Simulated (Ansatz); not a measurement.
Worked example: correlation energy of H₂Si–GeH₃, doublet

Geometry: displaced at random from a stationary point.

```yaml
atoms:
  - { symbol: Si, position_ang: [0.0344, -0.0021, 1.6923] }
  - { symbol: Ge, position_ang: [-0.0327, 0.0063, -0.6658] }
  - { symbol: H, position_ang: [0.5408, -1.2430, 2.3144] }
  - { symbol: H, position_ang: [0.6239, 1.1355, 2.3326] }
  - { symbol: H, position_ang: [-0.6871, 1.1485, -1.3036] }
  - { symbol: H, position_ang: [1.6075, -0.0802, -1.2616] }
  - { symbol: H, position_ang: [-0.6917, -1.3589, -1.2546] }
```

Basis cc-pVDZ; Ansatz 0.2.0. Only valence electrons are correlated (noble-gas cores and the filled d shells of p-block atoms frozen), which leaves 13 electrons in 51 orbitals. Prefix R: restricted or restricted open-shell reference; prefix U: unrestricted. No spin–orbit coupling is included, and no scalar relativity.

Full CI isn't at hand for all of this; UCCSDT(Q) serves as the reference, and is uncertain by about the last step of the cluster series.

Runs differ by some tens of microhartree through their thresholds and, for an open shell, their frozen cores, so steps under 0.03 kcal/mol mean nothing.

```csv
level,total energy (hartree)
UHF,-2367.112442
UMP2,-2367.301320
UCCSD,-2367.348677
UCCSD(T),-2367.354435
UCCSDT,-2367.355681
UCCSDT(Q),-2367.355908
```

Problem. What is the correlation energy at UCCSDT(Q), and what share of it do UMP2 and UCCSD(T) recover?

Solution. E(corr) = -2367.355908 − (-2367.112442) = -0.243466 hartree = -6.625 eV. UMP2: -0.188878 / -0.243466 = 77.58 %. UCCSD(T): -0.241993 / -0.243466 = 99.39 %.

Problem. By how many kcal/mol does UCCSD(T) miss UCCSDT(Q) (1 hartree = 627.509 kcal/mol), and which steps make up the rest?

Solution. -2367.354435 − (-2367.355908) = 0.001473 hartree = 0.92 kcal/mol. Steps: UCCSDT − UCCSD(T) = -0.78, UCCSDT(Q) − UCCSDT = -0.14 kcal/mol. Differences between like states or geometries often cancel part of this.
